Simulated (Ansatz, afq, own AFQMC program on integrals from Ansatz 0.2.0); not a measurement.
## AlBH$_{2}$, triplet → AlBH2, singlet

```
atom   x (Å)    y (Å)    z (Å)
   B  0.0000   0.0000   1.3689
  Al  0.0000   0.0000  -0.6894
   H  0.0000   1.0776   1.8859
   H  0.0000  -1.0776   1.8859
```

Connectivity, by distances: BH2–Al.

E(singlet, charge +0) − E(triplet, charge +0) at this geometry, on UHF and RHF determinants.

Basis 6-31G. Only valence electrons are correlated. Integrals, coupled cluster, full CI and functionals: Ansatz 0.2.0; the random walks run on the same integrals in our own AFQMC program. ph-AFQMC/CISD is guided by a CISD state made of CCSD amplitudes; releasing the constraint for a short imaginary time cuts its bias at the price of noise, slowly where states lie close. ± is one standard error of the sampling. The errors of all members are added in quadrature.

Full CI on the same integrals is exact in this basis and with this determinant's frozen core.

Errors are counted within 6-31G, not against nature.

Cautions: AlBH₂ (singlet): another spin lies lower, restricted determinant unstable towards unrestricted (UHF 280 meV lower, ⟨S²⟩ 0.77).

| level | vertical spin gap (kJ/mol) |
| --- | --- |
| CCSD | 10.4 |
| MP2 | 17.8 |

**Question.** From these cheaper values, estimate the vertical spin gap at the reference level in 6-31G.

**Answer.** 14.3 kJ/mol (full CI in 6-31G).

| level | vertical spin gap (kJ/mol) | error against FCI (kJ/mol) |
| --- | --- | --- |
| HF | 18.4 | 4.1 |
| CCSD(T) | 13.5 | -0.8 |
| CCSDT | 14.3 | 0.0 |
| CCSDT(Q) | 14.4 | 0.1 |
| CCSDTQ | 14.3 | 0.0 |
| ph-AFQMC/CISD | 14.0 ± 0.3 | -0.3 ± 0.3 |
| released AFQMC | 14.4 ± 0.2 | 0.0 ± 0.2 |

Correlation beyond CCSD(T) adds 0.8 kJ/mol. The perturbative (T) step is worth +3.2 kJ/mol.

CCSDT and higher add their correlation energy to the determinant of the CCSD(T) run, since their own runs factorise the integrals more tightly (a shift of under 2 meV). A walk keeps the symmetry of its determinant, which the program's search chose and which needn't be the lowest solution, so a lower state of the same spin and another symmetry isn't excluded. Released energies are given only where the last usable release times agree within the noise; a slower fall can still hide under it.
